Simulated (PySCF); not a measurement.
# Heteronuclear NMR

Cartesian coordinates in Å; atom numbers follow the order of the lines, from 1:
```xyz
16

C    -1.2381    0.5474    0.4454
C    -1.1650   -0.5715   -0.5870
N     0.0403   -1.3774   -0.4745
C     1.2347   -0.5478   -0.4450
C     1.1617    0.5706    0.5878
N    -0.0434    1.3764    0.4756
H    -1.3647    0.1086    1.4440
H    -2.1081    1.1866    0.2662
H    -1.1788   -0.1320   -1.5933
H    -2.0381   -1.2274   -0.5149
H    -0.0043   -1.9340    0.3722
H     2.1055   -1.1866   -0.2673
H     1.3595   -0.1084   -1.4434
H     1.1750    0.1306    1.5939
H     2.0348    1.2265    0.5162
H     0.0007    1.9347   -0.3699
```

Method: NMR shieldings at PBE0/pcSseg-2/GIAO, structure optimised with PBE0-D3(BJ)/def2-TZVP, in PySCF 2.14 (no solvent, relativity neglected, a single conformation, rapidly exchanging positions averaged).

Problem. Where does 15N resonate?

Solution. 
```tsv
atoms	environment	σ (ppm)	δ (ppm)
N3/N6	amine nitrogen	211.4	-343.1
```

Shieldings were converted by a linear fit to measured shifts: 15N (scatter 6.7 ppm rms vs CH3NO2, solution or neat liquid). Occasional misses reach two or three times the rms, and more in compound classes unlike the fitted ones.

On a 500 MHz spectrometer 15N resonates near 50.7 MHz, so 1 ppm is 50.7 Hz.
